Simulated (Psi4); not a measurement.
# C2HF (fluoroacetylene) at B3LYP/cc-pVTZ

Aim: the energy change on altering one bond length of C2HF (fluoroacetylene) at B3LYP/cc-pVTZ, from 2 runs. 

Program for the calculation: Psi4 1.11.

1 further run of the same task is left out (it didn't finish).

## (1) The structure to begin with

C2HF: 4 atoms, total charge 0, spin state singlet. As SMILES, `C#CF`. The coordinates come from a PBE0-D4/def2-TZVP relaxation.

Bond lengths: C1–C2 1.192 Å, C2–F3 1.270 Å, C1–H4 1.063 Å. Angles: C1–C2–F3 180.0°, C2–C1–H4 180.0°.

## (2) Energy and forces at B3LYP/cc-pVTZ

Input file job.json:

```json
{
  "schema_name": "qcschema_input",
  "schema_version": 1,
  "molecule": {
    "schema_name": "qcschema_molecule",
    "schema_version": 2,
    "symbols": ["C", "C", "F", "H"],
    "geometry": [-0.68224782, 0.8562538, -0.54843632, 0.57309724, -0.7196833, 0.46073413, 1.90975722, -2.39808135, 1.53502453, -1.80058774, 2.26151084, -1.44732234],
    "molecular_charge": 0,
    "molecular_multiplicity": 1,
    "fix_symmetry": "c1",
    "fix_com": true,
    "fix_orientation": true
  },
  "driver": "gradient",
  "model": {
    "method": "b3lyp",
    "basis": "cc-pVTZ"
  },
  "keywords": {
    "puream": true,
    "e_convergence": 1e-09,
    "d_convergence": 1e-08,
    "scf_type": "pk",
    "dft_radial_points": 99,
    "dft_spherical_points": 590,
    "scf_properties": ["LOWDIN_CHARGES", "WIBERG_LOWDIN_INDICES", "MAYER_INDICES"]
  }
}
```

The run is started by

```
$ psi4 --qcschema job.json -n 1 --memory 2200MB
```

stdout:

```text
[...]
  Running in c1 symmetry.
[...]
  Nuclear repulsion =   55.832094240306979
[...]
  Multiplicity = 1
[...]
  Nalpha       = 11
  Nbeta        = 11
[...]
    Number of basis functions: 104
[...]
   @RKS iter   1:  -176.37931538248836   -2.03387e-01   6.86587e-03 ADIIS/DIIS
[...]
   @RKS iter  10:  -176.61423454453970   -1.14824e-11   9.38736e-09 DIIS
[...]
    Orbital Energies [Eh]
    ---------------------
    Doubly Occupied:
       1A    -24.770298     2A    -10.271223     3A    -10.186703
       4A     -1.311688     5A     -0.775286     6A     -0.645001
       7A     -0.535871     8A     -0.531515     9A     -0.531515
      10A     -0.294887    11A     -0.294887
[...]
  @RKS Final Energy:  -176.61423454453970
   => Energetics <=
    Nuclear Repulsion Energy =             55.8320942403069793
    One-Electron Energy =                -352.0403158138948356
    Two-Electron Energy =                 137.0682546765081327
    DFT Exchange-Correlation Energy =     -17.4742676474599641
    Empirical Dispersion Energy =           0.0000000000000000
    VV10 Nonlocal Energy =                  0.0000000000000000
    Total Energy =                       -176.6142345445396984
[...]
 Multipole Moments:
 ------------------------------------------------------------------------------------
     Multipole            Electronic (a.u.)      Nuclear  (a.u.)        Total (a.u.)
 ------------------------------------------------------------------------------------
 L = 1.  Multiply by 2.5417464519 to convert [e a0] to [Debye]
 Dipole X            :        -14.8481061           14.7323238           -0.1157823
 Dipole Y            :         18.6474281          -18.5017983            0.1456298
 Dipole Z            :        -11.9347345           11.8416853           -0.0930492
 Magnitude           :                                                    0.2080186
[...]
  -Total Gradient:
     Atom            X                  Y                   Z
    ------   -----------------  -----------------  -----------------
       1        0.000575061058    -0.000745943504     0.000458628605
       2        0.005565945453    -0.006982691243     0.004480283064
       3       -0.004747936804     0.005964702880    -0.003819220358
       4       -0.001393493740     0.001764464836    -0.001120031999
[...]
```

The result, in JSON:

```text
{
 "driver": "gradient",
 "model": {
  "method": "b3lyp",
  "basis": "cc-pVTZ"
 },
 "success": true,
 "return_result": [0.0005750610579719484, -0.0007459435040266804, 0.00045862860498406544, 0.005565945453187081, -0.006982691242828132, 0.004480283063588095, -0.004747936803830011, 0.005964702880058931, -0.003819220358420944, -0.0013934937398919628, 0.0017644648359434467, -0.0011200319994890268],
 "properties": {
  "calcinfo_nbasis": 104,
  "calcinfo_nmo": 104,
  "calcinfo_nalpha": 11,
  "calcinfo_nbeta": 11,
  "calcinfo_natom": 4,
  "nuclear_repulsion_energy": 55.83209424030698,
  "return_energy": -176.6142345445397,
  "return_gradient": [0.0005750610579719484, -0.0007459435040266804, 0.00045862860498406544, 0.005565945453187081, -0.006982691242828132, 0.004480283063588095, -0.004747936803830011, 0.005964702880058931, -0.003819220358420944, -0.0013934937398919628, 0.0017644648359434467, -0.0011200319994890268],
  "scf_one_electron_energy": -352.04031581389484,
  "scf_two_electron_energy": 137.06825467650813,
  "scf_xc_energy": -17.474267647459964,
  "scf_dipole_moment": [-0.11578234360680817, 0.14562975241188525, -0.09304919981426352],
  "scf_total_energy": -176.6142345445397,
  "scf_total_gradient": [0.0005750610579719484, -0.0007459435040266804, 0.00045862860498406544, 0.005565945453187081, -0.006982691242828132, 0.004480283063588095, -0.004747936803830011, 0.005964702880058931, -0.003819220358420944, -0.0013934937398919628, 0.0017644648359434467, -0.0011200319994890268],
  "scf_iterations": 10
 }
}
```

Wall time 38 s (1 thread of Intel Xeon at 2.50GHz (Skylake/Cascade Lake), shared host); peak memory 1 GiB.

## (3) The distorted shape: a single-point energy at B3LYP/cc-pVTZ

Input file c2hf.xyz:

```xyz
4
C2HF
C      0.349136    -0.439254     0.280589
C      1.013436    -1.273204     0.814619
F      1.720766    -2.161374     1.383109
H     -0.952830     1.196740    -0.765890
```

Input file run.py:

```python
import psi4

psi4.set_memory('2200 MB')
psi4.set_num_threads(1)
psi4.set_output_file('run.log', False)

with open('c2hf.xyz') as f:
    atoms = ''.join(f.readlines()[2:])
mol = psi4.geometry('0 1\n' + atoms + 'symmetry c1\nno_reorient\nno_com')

psi4.set_options({
    'basis': 'cc-pVTZ',
    'reference': 'rks',
    'puream': True,
    'e_convergence': 1e-09,
    'd_convergence': 1e-08,
    'scf_type': 'pk',
    'dft_radial_points': 99,
    'dft_spherical_points': 590,
})

result, w = psi4.energy('b3lyp', molecule=mol, return_wfn=True)
psi4.oeprop(w, 'MULLIKEN_CHARGES', 'DIPOLE', 'QUADRUPOLE')
print('E =', round(result, 9))
```

The run is started by

```
$ python run.py
```

run.log:

```text
[...]
  Running in c1 symmetry.
[...]
  Nuclear repulsion =   53.335007375164722
[...]
  Multiplicity = 1
[...]
  Nalpha       = 11
  Nbeta        = 11
[...]
    Number of basis functions: 104
[...]
   @RKS iter   1:  -175.95500234600669    2.65944e-02   7.80237e-03 DIIS/ADIIS
[...]
   @RKS iter  14:  -176.39830937438421   -1.79057e-12   6.84839e-10 DIIS
[...]
    Orbital Energies [Eh]
    ---------------------
    Doubly Occupied:
       1A    -24.761989     2A    -10.264078     3A    -10.220646
       4A     -1.303667     5A     -0.765887     6A     -0.633846
       7A     -0.523866     8A     -0.523866     9A     -0.359562
      10A     -0.287287    11A     -0.287287
[...]
  @RKS Final Energy:  -176.39830937438421
   => Energetics <=
    Nuclear Repulsion Energy =             53.3350073751647216
    One-Electron Energy =                -347.1583896479254463
    Two-Electron Energy =                 134.7392834995738724
    DFT Exchange-Correlation Energy =     -17.3142106011973347
    Empirical Dispersion Energy =           0.0000000000000000
    VV10 Nonlocal Energy =                  0.0000000000000000
    Total Energy =                       -176.3983093743842119
[...]
 Multipole Moments:
 ------------------------------------------------------------------------------------
     Multipole            Electronic (a.u.)      Nuclear  (a.u.)        Total (a.u.)
 ------------------------------------------------------------------------------------
 L = 1.  Multiply by 2.5417464519 to convert [e a0] to [Debye]
 Dipole X            :        -43.2989341           42.9147279           -0.3842062
 Dipole Y            :         54.3976183          -53.9145931            0.4830252
 Dipole Z            :        -34.8025924           34.4938116           -0.3087808
 Magnitude           :                                                    0.6901256
 L = 2.  Multiply by 1.3450342976 to convert [e a0^2] to [Debye ang]
 Quadrupole XX       :       -135.0757499          123.0263848          -12.0493651
 Quadrupole XY       :        152.9728571         -154.5388330           -1.5659758
[...]
  Mulliken Charges: (a.u.)
   Center  Symbol    Alpha    Beta     Spin     Total
       1     C     3.11597  3.11597  0.00000 -0.23194
       2     C     2.94380  2.94380  0.00000  0.11241
       3     F     4.53353  4.53353  0.00000 -0.06707
       4     H     0.40670  0.40670  0.00000  0.18660
   Total alpha = 11.00000, Total beta = 11.00000, Total charge =  0.00000
```

Standard output:

```text
E = -176.398309374
```

It took 24 s on 1 thread of Intel Xeon at 2.50GHz (Skylake/Cascade Lake), shared host; peak memory 0.99 GiB.

## (4) Summary of results

Level: B3LYP/cc-pVTZ.

| quantity | value |
| --- | --- |
| first shape: total energy | -176.61423 Eh |
| first shape: dipole moment | 0.53 D |
| first shape: HOMO energy | -8.02 eV |
| first shape: LUMO energy | 1.13 eV |
| first shape: HOMO–LUMO gap | 9.15 eV |
| first shape: largest force on an atom | 0.514 eV/Å |
| distorted shape: total energy | -176.39831 Eh |
| distorted shape: dipole moment | 1.75 D |
| distorted shape: HOMO energy | -7.82 eV |
| distorted shape: LUMO energy | -5.67 eV |
| distorted shape: HOMO–LUMO gap | 2.15 eV |
| energy change with the C1–H4 bond stretched from 1.063 to 2.338 Å | 5.876 eV |

One bond (distorted shape) is far stretched, which a spin-restricted single reference describes badly; a broken-symmetry solution may lie lower. With the C1–H4 bond stretched from 1.063 to 2.338 Å the energy rises by 5.88 eV (567 kJ/mol). The first shape isn't relaxed at this level, so the change isn't measured from a minimum. A restricted reference can't describe the breaking bond well at this length. The largest force (first shape) is 0.51 eV/Å: the shape isn't a stationary point for this species at this level. Mulliken charges (distorted shape) run from -0.23 on C1 to +0.19 on H4; they depend strongly on the basis.
